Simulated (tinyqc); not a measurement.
Worked calculation: coupled-perturbed Hartree-Fock on RHF in the sto-3g basis, for H2O, spin multiplicity 1. Computed by tinyqc, a small Python program that keeps every step (integrals from PySCF). Settings: charge = 0, multiplicity = 1, basis = sto-3g, method = RHF, energy threshold = 1e-10, iteration cap = 72, orthogonalisation = canonical, start = core, DIIS depth = 6. Command: `OMP_NUM_THREADS=1 python tinyqc.py 21821 21822 out.jsonl` (the two numbers bound the seeds that draw the settings). One thread of a shared host (Intel(R) Xeon(R) Processor @ 2.60GHz), about 0.2 s of CPU time with the checks. The early iterations of the SCF are left out here.

## One-electron integrals

Geometry (angstrom):
```
atom         x          y         z
O     0.000000   0.000000  0.000000
H     0.000000   0.817000  0.721000
H     0.000000  -0.833000  0.736000
```

Basis sto-3g: exponents (1/bohr^2) and contraction coefficients of normalised primitives:
```
element  l (shell)    exponent  coefficient
O            s (1)  130.709320     0.154329
O            s (1)   23.808861     0.535328
O            s (1)    6.443608     0.444635
O            s (2)    5.033151    -0.099967
O            s (2)    1.169596     0.399513
O            s (2)    0.380389     0.700115
O            p (3)    5.033151     0.155916
O            p (3)    1.169596     0.607684
O            p (3)    0.380389     0.391957
H            s (1)    3.425251     0.154329
H            s (1)    0.623914     0.535328
H            s (1)    0.168855     0.444635
```

Overlap, kinetic and nuclear-attraction integrals over the contracted functions; the nuclear repulsion is the sum of Za Zb / Rab.

nuclear repulsion = 8.01433624 hartree

overlap S, lower triangle:
```
           1O 1s     1O 2s    1O 2px     1O 2py    1O 2pz     2H 1s     3H 1s
1O 1s   1.000000
1O 2s   0.236704  1.000000
1O 2px  0.000000  0.000000  1.000000
1O 2py  0.000000  0.000000  0.000000   1.000000
1O 2pz  0.000000  0.000000  0.000000   0.000000  1.000000
2H 1s   0.039364  0.392206  0.000000   0.258386  0.228025  1.000000
3H 1s   0.037363  0.379430  0.000000  -0.251959  0.222619  0.206196  1.000000
```

kinetic energy T (hartree), lower triangle:
```
            1O 1s     1O 2s    1O 2px     1O 2py    1O 2pz      2H 1s     3H 1s
1O 1s   29.003200
1O 2s   -0.168011  0.808128
1O 2px   0.000000  0.000000  2.528731
1O 2py   0.000000  0.000000  0.000000   2.528731
1O 2pz   0.000000  0.000000  0.000000   0.000000  2.528731
2H 1s   -0.008233  0.074060  0.000000   0.144624  0.127630   0.760032
3H 1s   -0.008585  0.066673  0.000000  -0.134787  0.119091  -0.000333  0.760032
```

nuclear attraction V (hartree), lower triangle:
```
             1O 1s       1O 2s     1O 2px     1O 2py     1O 2pz      2H 1s      3H 1s
1O 1s   -61.580159
1O 2s    -7.410719  -10.008642
1O 2px    0.000000    0.000000  -9.875510
1O 2py   -0.000355   -0.003909   0.000000  -9.976457
1O 2pz   -0.015548   -0.190026   0.000000  -0.002210  -9.954219
2H 1s    -1.262836   -3.038398   0.000000  -1.762235  -1.610847  -5.347874
3H 1s    -1.197960   -2.920483   0.000000   1.702624  -1.559483  -1.195268  -5.279725
```

core Hamiltonian H = T + V (hartree), lower triangle:
```
             1O 1s      1O 2s     1O 2px     1O 2py     1O 2pz      2H 1s      3H 1s
1O 1s   -32.576959
1O 2s    -7.578730  -9.200514
1O 2px    0.000000   0.000000  -7.346779
1O 2py   -0.000355  -0.003909   0.000000  -7.447726
1O 2pz   -0.015548  -0.190026   0.000000  -0.002210  -7.425488
2H 1s    -1.271069  -2.964337   0.000000  -1.617611  -1.483216  -4.587842
3H 1s    -1.206544  -2.853810   0.000000   1.567838  -1.440392  -1.195601  -4.519693
```

## Two-electron integrals

Functions are numbered as in S; the eight-fold symmetry (ij|kl) = (ji|kl) = (kl|ij) leaves the list below.

Two-electron integrals (ij|kl) in chemists' order, unique and non-zero (hartree):
```
(11|11) 4.785065    (21|11) 0.741380    (21|21) 0.136873    (22|11) 1.118947
(22|21) 0.256633    (22|22) 0.817206    (31|31) 0.024477    (32|31) 0.037809
(32|32) 0.180518    (33|11) 1.115814    (33|21) 0.256684    (33|22) 0.817023
(33|33) 0.880159    (41|41) 0.024477    (42|41) 0.037809    (42|42) 0.180518
(43|43) 0.047444    (44|11) 1.115814    (44|21) 0.256684    (44|22) 0.817023
(44|33) 0.785270    (44|44) 0.880159    (51|51) 0.024477    (52|51) 0.037809
(52|52) 0.180518    (53|53) 0.047444    (54|54) 0.047444    (55|11) 1.115814
(55|21) 0.256684    (55|22) 0.817023    (55|33) 0.785270    (55|44) 0.785270
(55|55) 0.880159    (61|11) 0.124852    (61|21) 0.022869    (61|22) 0.042652
(61|33) 0.042568    (61|41) 0.000789    (61|42) 0.001483    (61|44) 0.042713
(61|51) 0.000696    (61|52) 0.001309    (61|54) 0.000128    (61|55) 0.042681
(61|61) 0.003871    (62|11) 0.319282    (62|21) 0.074215    (62|22) 0.263541
(62|33) 0.258943    (62|41) 0.004186    (62|42) 0.032659    (62|44) 0.266553
(62|51) 0.003694    (62|52) 0.028822    (62|54) 0.006716    (62|55) 0.264870
(62|61) 0.012659    (62|62) 0.107320    (63|31) 0.007574    (63|32) 0.044784
(63|43) 0.006695    (63|53) 0.005908    (63|63) 0.014889    (64|11) 0.177365
(64|21) 0.041742    (64|22) 0.158251    (64|33) 0.151155    (64|41) 0.009629
(64|42) 0.063238    (64|44) 0.168883    (64|51) 0.001813    (64|52) 0.016286
(64|54) 0.009737    (64|55) 0.154534    (64|61) 0.007418    (64|62) 0.078306
(64|64) 0.071364    (65|11) 0.156524    (65|21) 0.036837    (65|22) 0.139656
(65|33) 0.133394    (65|41) 0.001813    (65|42) 0.016286    (65|44) 0.137222
(65|51) 0.009174    (65|52) 0.059156    (65|54) 0.010073    (65|55) 0.148192
(65|61) 0.006547    (65|62) 0.069105    (65|64) 0.049839    (65|65) 0.058872
(66|11) 0.474760    (66|21) 0.112136    (66|22) 0.457994    (66|33) 0.439885
(66|41) 0.007832    (66|42) 0.085401    (66|44) 0.470105    (66|51) 0.006912
(66|52) 0.075366    (66|54) 0.026669    (66|55) 0.463420    (66|61) 0.019272
(66|62) 0.240139    (66|64) 0.199940    (66|65) 0.176447    (66|66) 0.774606
(71|11) 0.118453    (71|21) 0.021700    (71|22) 0.040481    (71|33) 0.040401
(71|41) -0.000746   (71|42) -0.001404   (71|44) 0.040539    (71|51) 0.000659
(71|52) 0.001240    (71|54) -0.000121   (71|55) 0.040509    (71|61) 0.003621
(71|62) 0.011669    (71|64) 0.006275    (71|65) 0.006040    (71|66) 0.017617
(71|71) 0.003485    (72|11) 0.306797    (72|21) 0.071329    (72|22) 0.253755
(72|33) 0.249303    (72|41) -0.004020   (72|42) -0.031539   (72|44) 0.256664
(72|51) 0.003552    (72|52) 0.027866    (72|54) -0.006504   (72|55) 0.255050
(72|61) 0.011816    (72|62) 0.084052    (72|64) 0.042346    (72|65) 0.052741
(72|66) 0.154272    (72|71) 0.011548    (72|72) 0.100016    (73|31) 0.007233
(73|32) 0.042940    (73|43) -0.006442   (73|53) 0.005692    (73|63) 0.011246
(73|73) 0.013782    (74|11) -0.171516   (74|21) -0.040371   (74|22) -0.153330
(74|33) -0.146478   (74|41) 0.009217    (74|42) 0.060845    (74|44) -0.163572
(74|51) -0.001753   (74|52) -0.015820   (74|54) 0.009412    (74|55) -0.149765
(74|61) -0.006397   (74|62) -0.042728   (74|64) -0.010723   (74|65) -0.026250
(74|66) -0.070528   (74|71) -0.006805   (74|72) -0.073446   (74|74) 0.067096
(75|11) 0.151543    (75|21) 0.035670    (75|22) 0.135475    (75|33) 0.129421
(75|41) -0.001753   (75|42) -0.015820   (75|44) 0.133141    (75|51) 0.008782
(75|52) 0.056917    (75|54) -0.009729   (75|55) 0.143709    (75|61) 0.006158
(75|62) 0.053015    (75|64) 0.026168    (75|65) 0.044022    (75|66) 0.106407
(75|71) 0.006013    (75|72) 0.064894    (75|74) -0.047106   (75|75) 0.055402
(76|11) 0.117340    (76|21) 0.027563    (76|22) 0.107339    (76|33) 0.104613
(76|41) -0.000008   (76|42) -0.000108   (76|44) 0.106502    (76|51) 0.002078
(76|52) 0.019806    (76|54) -0.000031   (76|55) 0.110782    (76|61) 0.004661
(76|62) 0.044374    (76|64) 0.027996    (76|65) 0.032145    (76|66) 0.106017
(76|71) 0.004425    (76|72) 0.043007    (76|74) -0.027425   (76|75) 0.031354
(76|76) 0.023373    (77|11) 0.466281    (77|21) 0.110153    (77|22) 0.450971
(77|33) 0.433285    (77|41) -0.007596   (77|42) -0.083537   (77|44) 0.462767
(77|51) 0.006712    (77|52) 0.073809    (77|54) -0.026049   (77|55) 0.456300
(77|61) 0.018233    (77|62) 0.157784    (77|64) 0.071582    (77|65) 0.108188
(77|66) 0.316895    (77|71) 0.017961    (77|72) 0.230229    (77|74) -0.192927
(77|75) 0.170461    (77|76) 0.106017    (77|77) 0.774606
```

## Orthogonalisation

S = U s U^T; canonical form X = U s^(-1/2), so that X^T S X = 1. Each column of U has its largest component positive (the first on a tie).

eigenvalues of S: 0.434123  0.522195  0.880552  1.000000  1.107570  1.272128  1.783431

X:
```
                1          2          3         4          5          6         7
1O 1s   -0.342479   0.033201   0.731416  0.000000   0.620999  -0.003066  0.167944
1O 2s    1.029692  -0.076711  -0.312030  0.000000   0.329087  -0.004483  0.430768
1O 2px   0.000000   0.000000   0.000000  1.000000   0.000000   0.000000  0.000000
1O 2py   0.073601   0.830637  -0.001240  0.000000  -0.002721   0.707776  0.006588
1O 2pz   0.517421  -0.038543   0.664288  0.000000  -0.605877  -0.003912  0.221925
2H 1s   -0.722286  -0.728104  -0.173598  0.000000  -0.143392   0.370600  0.391002
3H 1s   -0.575410   0.828508  -0.178614  0.000000  -0.145887  -0.384381  0.380492
```

## Iteration 8 (converged): orbitals

converged F (hartree), lower triangle:
```
             1O 1s      1O 2s     1O 2px     1O 2py     1O 2pz      2H 1s      3H 1s
1O 1s   -20.262373
1O 2s    -5.165075  -2.415522
1O 2px    0.000000   0.000000  -0.391948
1O 2py   -0.000397  -0.004031   0.000000  -0.234166
1O 2pz   -0.025496  -0.079045   0.000000  -0.004898  -0.277180
2H 1s    -0.874866  -0.817752   0.000000  -0.348020  -0.347801  -0.432906
3H 1s    -0.830765  -0.788103   0.000000   0.340889  -0.341698  -0.278692  -0.412247
```

Diagonalise F' = X^T F X, C = X C', fill 5 alpha and 5 beta electrons from the bottom; D = 2 C_occ C_occ^T. Each column has its largest component positive (the first on a tie).

F' = X^T F X (hartree), lower triangle:
```
           1          2          3          4          5          6          7
1  -0.178855
2   0.086775   0.549822
3   2.143266  -0.244617  -8.451033
4   0.000000   0.000000   0.000000  -0.391948
5   1.715549  -0.212850  -8.773166   0.000000  -9.928721
6   0.002166   0.111503   0.048438   0.000000   0.056091  -0.526646
7   0.431695  -0.064808  -3.756307   0.000000  -4.281170   0.022589  -2.879602
```

orbital energies (hartree): MO1 -20.270633, MO2 -1.215237, MO3 -0.537686, MO4 -0.451341, MO5 -0.391948, MO6 0.487896, MO7 0.571965

coefficients C:
```
              MO1        MO2        MO3        MO4       MO5        MO6        MO7
1O 1s    0.994450  -0.238901   0.004993   0.096559  0.000000   0.108071  -0.013618
1O 2s    0.024016   0.885107  -0.026180  -0.492607  0.000000  -0.650012   0.086819
1O 2px   0.000000   0.000000   0.000000   0.000000  1.000000   0.000000   0.000000
1O 2py   0.000105   0.004134   0.620062  -0.018934  0.000000   0.097359   0.895568
1O 2pz   0.003278   0.089766   0.023228   0.726656  0.000000  -0.763183   0.088070
2H 1s   -0.004640   0.146705   0.461784   0.320112  0.000000   0.619928  -0.819259
3H 1s   -0.004425   0.139703  -0.446108   0.351269  0.000000   0.771600   0.652630
```

D after iteration 8, lower triangle:
```
            1O 1s      1O 2s    1O 2px     1O 2py    1O 2pz      2H 1s     3H 1s
1O 1s    2.110705
1O 2s   -0.470534   2.054677
1O 2px   0.000000   0.000000  2.000000
1O 2py   0.000769  -0.006489  0.000000   0.769704
1O 2pz   0.104192  -0.558064  0.000000   0.002030  1.073273
2H 1s   -0.012895  -0.080082  0.000000   0.561759  0.512982   0.674520
3H 1s   -0.012169  -0.075624  0.000000  -0.565377  0.514831  -0.146090  0.683878
```

## Convergence

Stop when the energy changes by less than 1e-10 hartree and every element of the error matrix X^T (F D S - S D F) X is below 3e-06.

Course of the cycle:
```
iteration   E (hartree)     change  largest element of the error matrix
1          -73.27374929          -                             8.02e-01
2          -74.80764152  -1.53e+00                             3.92e-01
3          -74.94007589  -1.32e-01                             5.70e-02
4          -74.94324570  -3.17e-03                             1.39e-02
5          -74.94341516  -1.69e-04                             3.18e-03
6          -74.94343903  -2.39e-05                             4.17e-04
7          -74.94343924  -2.14e-07                             5.55e-06
8          -74.94343924  -3.88e-11                             1.01e-06
```

PySCF RHF in the same basis = -74.94343924 hartree

Converged in 8 iterations.

## Integrals over molecular orbitals

(pq|rs) = sum C_ip C_jq C_kr C_ls (ij|kl), one index at a time.

one-electron integrals over orbitals h = C^T H C (hartree), lower triangle:
```
            1          2          3          4          5          6          7
1  -32.560392
2    0.566974  -7.568801
3   -0.011460   0.019052  -6.048706
4   -0.217157   0.531824  -0.038058  -6.566250
5    0.000000   0.000000   0.000000   0.000000  -7.346779
6   -0.246927   1.206079  -0.170556   1.326606   0.000000  -5.361290
7    0.031026  -0.154185  -1.737507  -0.082991   0.000000  -0.010957  -5.471866
```

Two-electron integrals over orbitals (pq|rs), unique and non-zero (hartree):
```
(11|11) 4.746760    (21|11) -0.427789   (21|21) 0.060973    (22|11) 1.018761
(22|21) -0.015011   (22|22) 0.724862    (31|11) 0.008921    (31|21) -0.001127
(31|22) 0.000819    (31|31) 0.011014    (32|11) -0.006110   (32|21) 0.000488
(32|22) 0.001330    (32|31) 0.017200    (32|32) 0.131033    (33|11) 0.771985
(33|21) -0.004808   (33|22) 0.620868    (33|31) -0.000199   (33|32) 0.000120
(33|33) 0.599298    (41|11) 0.171434    (41|21) -0.022486   (41|22) 0.012974
(41|31) 0.000654    (41|32) 0.000050    (41|33) 0.005780    (41|41) 0.024256
(42|11) -0.151259   (42|21) 0.008354    (42|22) -0.022578   (42|31) 0.000013
(42|32) 0.000990    (42|33) 0.003243    (42|41) 0.017503    (42|42) 0.129074
(43|11) 0.008959    (43|21) -0.000324   (43|22) 0.003541    (43|31) -0.002939
(43|32) 0.025597    (43|33) 0.003078    (43|41) -0.000490   (43|42) -0.004798
(43|43) 0.056136    (44|11) 0.926499    (44|21) -0.011260   (44|22) 0.656415
(44|31) -0.000030   (44|32) -0.005109   (44|33) 0.568448    (44|41) -0.008416
(44|42) -0.091854   (44|43) 0.002655    (44|44) 0.696726    (51|51) 0.025965
(52|51) 0.033141    (52|52) 0.149797    (53|51) -0.000655   (53|52) -0.002351
(53|53) 0.026995    (54|51) -0.012375   (54|52) -0.045621   (54|53) 0.001225
(54|54) 0.048894    (55|11) 1.115358    (55|21) -0.012097   (55|22) 0.753745
(55|31) 0.000251    (55|32) -0.003171   (55|33) 0.607148    (55|41) 0.004835
(55|42) -0.081936   (55|43) 0.005097    (55|44) 0.686910    (55|55) 0.880159
(61|11) 0.193417    (61|21) -0.029550   (61|22) 0.001313    (61|31) 0.001699
(61|32) 0.001623    (61|33) -0.000869   (61|41) -0.002886   (61|42) -0.021057
(61|43) 0.000292    (61|44) 0.015969    (61|55) 0.005222    (61|61) 0.026417
(62|11) -0.264671   (62|21) 0.005809    (62|22) -0.131613   (62|31) 0.001013
(62|32) 0.006027    (62|33) -0.069506   (62|41) -0.018493   (62|42) -0.031281
(62|43) -0.003147   (62|44) -0.059532   (62|55) -0.140036   (62|61) 0.011044
(62|62) 0.095883    (63|11) 0.035493    (63|21) -0.000716   (63|22) 0.016629
(63|31) -0.002952   (63|32) 0.031646    (63|33) 0.011180    (63|41) 0.000211
(63|42) -0.007813   (63|43) 0.035585    (63|44) 0.009752    (63|55) 0.019822
(63|61) 0.000082    (63|62) -0.009496   (63|63) 0.070322    (64|11) -0.272160
(64|21) 0.003682    (64|22) -0.125783   (64|31) -0.000884   (64|32) -0.006998
(64|33) -0.050891   (64|41) -0.000288   (64|42) 0.055064    (64|43) -0.006615
(64|44) -0.131551   (64|55) -0.150741   (64|61) -0.002815   (64|62) 0.056887
(64|63) -0.017331   (64|64) 0.101434    (65|51) -0.012808   (65|52) -0.050184
(65|53) 0.002904    (65|54) -0.005514   (65|65) 0.034619    (66|11) 0.797502
(66|21) -0.007609   (66|22) 0.601469    (66|31) -0.001003   (66|32) -0.016797
(66|33) 0.554148    (66|41) 0.017753    (66|42) 0.045500    (66|43) -0.013143
(66|44) 0.550448    (66|55) 0.585364    (66|61) -0.009272   (66|62) -0.094757
(66|63) -0.008522   (66|64) -0.052709   (66|66) 0.593224    (71|11) -0.024421
(71|21) 0.003815    (71|22) 0.000101    (71|31) 0.014240    (71|32) 0.021376
(71|33) -0.000491   (71|41) -0.000247   (71|42) 0.001757    (71|43) -0.003946
(71|44) -0.001626   (71|55) -0.000645   (71|61) -0.001084   (71|62) 0.000911
(71|63) -0.003380   (71|64) -0.000798   (71|66) -0.001126   (71|71) 0.018943
(72|11) 0.034435    (72|21) -0.000700   (72|22) 0.017010    (72|31) 0.014696
(72|32) 0.052125    (72|33) 0.005787    (72|41) 0.001625    (72|42) 0.000532
(72|43) -0.032421   (72|44) 0.010306    (72|55) 0.017936    (72|61) 0.000937
(72|62) -0.003911   (72|63) -0.029789   (72|64) -0.008227   (72|66) 0.012396
(72|71) 0.018306    (72|72) 0.067325    (73|11) 0.366660    (73|21) -0.007008
(73|22) 0.158778    (73|31) 0.000009    (73|32) -0.009355   (73|33) 0.088816
(73|41) -0.000361   (73|42) -0.081148   (73|43) -0.000822   (73|44) 0.137302
(73|55) 0.199829    (73|61) 0.005884    (73|62) -0.066407   (73|63) 0.006850
(73|64) -0.101994   (73|66) 0.047617    (73|71) -0.000789   (73|72) 0.011570
(73|73) 0.161348    (74|11) 0.017131    (74|21) -0.000219   (74|22) 0.006663
(74|31) -0.008545   (74|32) -0.074090   (74|33) 0.002840    (74|41) 0.000364
(74|42) -0.001051   (74|43) -0.013506   (74|44) 0.010393    (74|55) 0.009212
(74|61) -0.001198   (74|62) -0.006563   (74|63) -0.051279   (74|64) 0.002466
(74|66) 0.017557    (74|71) -0.011112   (74|72) -0.015336   (74|73) 0.013845
(74|74) 0.072478    (75|51) 0.001609    (75|52) 0.006344    (75|53) 0.023589
(75|54) -0.000369   (75|65) -0.001257   (75|75) 0.024517    (76|11) 0.001349
(76|21) -0.000105   (76|22) -0.002028   (76|31) -0.007304   (76|32) -0.082001
(76|33) 0.000372    (76|41) -0.001430   (76|42) -0.004946   (76|43) -0.059576
(76|44) 0.006298    (76|55) 0.001020    (76|61) 0.000396    (76|62) 0.004154
(76|63) -0.058740   (76|64) 0.009655    (76|66) 0.018951    (76|71) -0.009340
(76|72) 0.006331    (76|73) 0.012608    (76|74) 0.059006    (76|76) 0.105312
(77|11) 0.826707    (77|21) -0.008539   (77|22) 0.605833    (77|31) 0.002018
(77|32) 0.019067    (77|33) 0.584131    (77|41) 0.004072    (77|42) -0.014912
(77|43) 0.014131    (77|44) 0.573712    (77|55) 0.603838    (77|61) 0.003335
(77|62) -0.059917   (77|63) 0.022675    (77|64) -0.050420   (77|66) 0.548588
(77|71) 0.001903    (77|72) 0.006584    (77|73) 0.085428    (77|74) -0.011647
(77|76) -0.020133   (77|77) 0.597523
```

## Response to a field: uncoupled start

dipole integrals <a|y|i> (bohr):
```
          i1         i2         i3         i4        i5
a6  0.005947   0.001414   0.838200  -0.119401  0.000000
a7  0.053344  -0.068745  -0.110330  -0.772692  0.000000
```

Field along y; U_ai = -mu_ai / (e_a - e_i), alpha = -4 sum U_ai mu_ai.

uncoupled U:
```
           i1         i2         i3        i4        i5
a6  -0.000286  -0.000830  -0.817292  0.127126  0.000000
a7  -0.002559   0.038465   0.099428  0.755094  0.000000
```

uncoupled polarisability = 5.189765 bohr^3

## Coupled step 1

U_ai = -(mu_ai + sum_bj [4 (ai|bj) - (ab|ij) - (aj|bi)] U_bj) / (e_a - e_i); alpha = -4 sum U_ai mu_ai.

U after step 1:
```
           i1         i2         i3        i4        i5
a6  -0.000162  -0.000925  -1.056991  0.158181  0.000000
a7  -0.001866   0.074410   0.137990  0.981475  0.000000
```

polarisability = 6.734705 bohr^3

## Coupled step 2

As before.

U after step 2:
```
           i1        i2         i3        i4        i5
a6  -0.000144  0.000552  -1.128188  0.169174  0.000000
a7  -0.001674  0.090403   0.148030  1.050143  0.000000
```

polarisability = 7.199680 bohr^3

## Coupled polarisability

Repeat until U stops changing; compare with -d2E/dF2.

Course of the coupled iterations:
```
step  alpha (bohr^3)
0           5.189765
1           6.734705
2           7.199680
3           7.340441
4           7.383285
5           7.396367
6           7.400374
7           7.401603
8           7.401981
9           7.402097
10          7.402133
11          7.402144
12          7.402147
13          7.402148
14          7.402149
15          7.402149
16          7.402149
17          7.402149
18          7.402149
```

coupled polarisability = 7.402149 bohr^3

finite-field check, fields of +/-0.001 au = 7.402146 bohr^3
